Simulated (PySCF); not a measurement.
# CF₂: the energy surface near the minimum

How stiff is CF₂ (singlet) against rigid distortions? The scans start from its PBE0 minimum.

Computed with PySCF 2.14.0. Level: PBE0, basis C def2-TZVP, F def2-TZVP, no relativity, density fitting.

## 1. Starting geometry

3 atoms, charge 0, spin multiplicity 1.

Bond lengths: C1–F2 1.296 Å, C1–F3 1.296 Å. Angles: F2–C1–F3 104.7°.

```xyz
3
charge 0 multiplicity 1
C     0.0000    0.0000    0.0000
F     1.0264    0.0000    0.7913
F    -1.0264    0.0000    0.7913
```

## 2. Breathing scan

One driver script runs all scans and calls PySCF for each point, on a (75, 302) grid.

Run with:

```sh
> OMP_NUM_THREADS=2 python axn.py task.json out
```

A rigid scan with PBE0: all bonds to the central atom are scaled together. Each point starts from its neighbour's orbitals, and energies count from the minimum.

```
scale of all bonds to the centre  energy (kJ/mol)  dipole size (D)
                            0.88            174.6             1.38
                            0.92             67.8             1.17
                            0.96             14.9             0.94
                            1.00              0.0             0.69
                            1.04             11.6             0.42
                            1.08             41.5             0.13
                            1.14            107.8             0.32
                            1.22            218.0             0.93
                            1.35            414.8             1.85
```

The scan took 5.5 s on 2 threads of Intel Xeon 6975P-C (Granite Rapids), shared host.

## 3. Stretching one bond

A rigid scan with PBE0: the bond from C to the last atom (F) is scaled and the rest held.

```
scale of one bond  energy (kJ/mol)  dipole size (D)
             0.92             27.5             1.08
             0.96              6.0             0.86
             1.00              0.0             0.69
             1.05              7.2             0.63
             1.12             33.8             0.89
             1.20             76.2             1.41
             1.35            165.9             2.52
             1.55            280.3             3.88
             1.80            398.0             5.25
             2.20            524.7             6.79
```

The scan took 6.3 s.

A restricted determinant lies too high at long bonds, where the pair should uncouple.

## 4. Bending curve

A rigid scan with PBE0: the F–C–F angle changes, with bonds held.

```
bond angle (°)  energy (kJ/mol)  dipole size (D)
            80            214.7             0.04
            90             61.2             0.29
           100              5.4             0.56
           110              5.7             0.83
           120             43.5             1.10
           130            109.6             1.37
           140            199.2             1.63
           150            309.6             1.87
           160            438.0             2.00
           170            569.8             1.52
           180            633.6             0.00
```

The scan took 6.1 s.

The curve is still steep at the linear shape, where a smooth barrier would flatten; the steps are too wide to tell a flat top from a crossing of states, so the last point is a rough barrier.

## 5. Results

| quantity | value |
| --- | --- |
| all bonds 4 % longer | 11.6 kJ/mol |
| one bond 20 % longer | 76.2 kJ/mol |

**Reading.** Shortening all bonds by 4 % costs 14.9 kJ/mol and lengthening them 11.6: the wall is steeper on the short side.
